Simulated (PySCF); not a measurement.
HCl.
Structure used (PBE0-D3(BJ)/def2-SVP), in Å, numbered top down from 1:
```xyz
2
HCl angstrom
Cl     0.6511   -0.0025   -0.0026
H     -0.6340    0.0046   -0.0111
```

The calculation used PBE0-D3(BJ)/def2-SVP geometry optimisation, gas phase in PySCF.

Masses are those of the commonest isotopes; rigid-rotor values at the optimised geometry. 

What are the moment of inertia and the rotational constant?

I = 1.618 u·Å², B = 505379 MHz·u·Å²/I = 312404 MHz (10.4207 cm⁻¹, or 14.993 K as hB/k). For two atoms I = μr² with μ = 0.9796 u and r = 1.2851 Å.

List the first levels of a rigid rotor in a Σ state.

E(J) = BJ(J+1): J = 1: 20.841, J = 2: 62.524, J = 3: 125.048, J = 4: 208.414, J = 5: 312.621, J = 6: 437.669 cm⁻¹.

Where do the first rotational lines fall?

The dipole is 1.38 D; J+1 ← J lies at 2B(J+1): 1 ← 0 at 624.81 GHz, 2 ← 1 at 1249.62 GHz, 3 ← 2 at 1874.43 GHz, 4 ← 3 at 2499.23 GHz, 5 ← 4 at 3124.04 GHz, 6 ← 5 at 3748.85 GHz.

Estimate the classical rotational partition function at 100 K.

Point group C∞v, symmetry number σ = 1; q = kT/(σhB), k/h = 20836.6 MHz/K: 6.7 at 100 K.

No PBE0-D3(BJ)/def2-SVP frequencies stand behind this structure, so it isn't proved a minimum. No vibrational averaging or centrifugal distortion is included, and the geometry carries the error of its method.
